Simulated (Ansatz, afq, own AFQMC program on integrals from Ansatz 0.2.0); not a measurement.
**SiH3⁺, singlet: AFQMC among the cluster methods**

```xyz
4

Si    0.0000    0.0000    0.0000
H     2.5568    0.0247   -0.0002
H    -1.2998    2.2019   -0.0050
H    -1.2570   -2.2266    0.0052
```

Basis cc-pVDZ. Only valence electrons are correlated. Ansatz 0.2.0 and our own AFQMC program on the same integrals; the CISD trial comes from CCSD amplitudes, and released means the phaseless constraint is let go. ± is one standard error of the sampling.

Determinant: RHF, the one that the program's search chose, which needn't be the lowest solution. The geometry is a point of a scan.

Full CI on the same integrals is exact in this basis and with this determinant's frozen core.

Cautions: restricted determinant unstable towards unrestricted (UHF 3.32 eV lower, ⟨S²⟩ 1.73); strong correlation (T1 0.043, weight of the determinant 0.68, largest double 0.30); (T) is large, 9 % of the CCSD correlation; CCSD(T) is in doubt: in a space of 6 electrons in 9 natural orbitals full CI lies 241 meV below it; the released energies are still falling, so no released level is given (meV from the phaseless value at times in 1/Eh: -22 ± 7 at 0.24, -53 ± 9 at 0.51, -82 ± 7 at 0.99, -116 ± 9 at 1.62, -161 ± 11 at 2.40).

* T1 diagnostic: 0.0433
* weight of the determinant in the CISD state: 0.680
* size of the correlated space: 6 electrons in 28 orbitals

```json
{"level": "MP2", "correlation energy (eV)": "-3.5588"}
{"level": "CCSD", "correlation energy (eV)": "-5.2823"}
{"level": "CCSD(T)", "correlation energy (eV)": "-5.7383"}
```

**Question.** Estimate where phaseless AFQMC with a CISD trial lies against CCSD(T) on the same integrals.

**Answer.** 11.1 ± 0.7 kJ/mol above CCSD(T).

Reference: full CI, correlation energy -5.984 eV. The cautions show a poor starting determinant, so the rows tell how each method copes with it here, and full CI is the sure value.

```tsv
level	E − E(reference) (kJ/mol)	share of correlation (%)
CCSD(T)	23.7	95.89
CCSDT	6.9	98.81
CCSDT(Q)	0.7	99.88
CCSDTQ	-0.2	100.03
ph-AFQMC/HF	97.1 ± 3.8	83.19
ph-AFQMC/CISD	34.9 ± 0.7	93.96
```

CCSDT and higher add their correlation energy to the determinant of the CCSD(T) run, since their own runs factorise the integrals more tightly (a shift of under 2 meV). A walk keeps the symmetry of its determinant, which the program's search chose and which needn't be the lowest solution, so a lower state of the same spin and another symmetry isn't excluded.
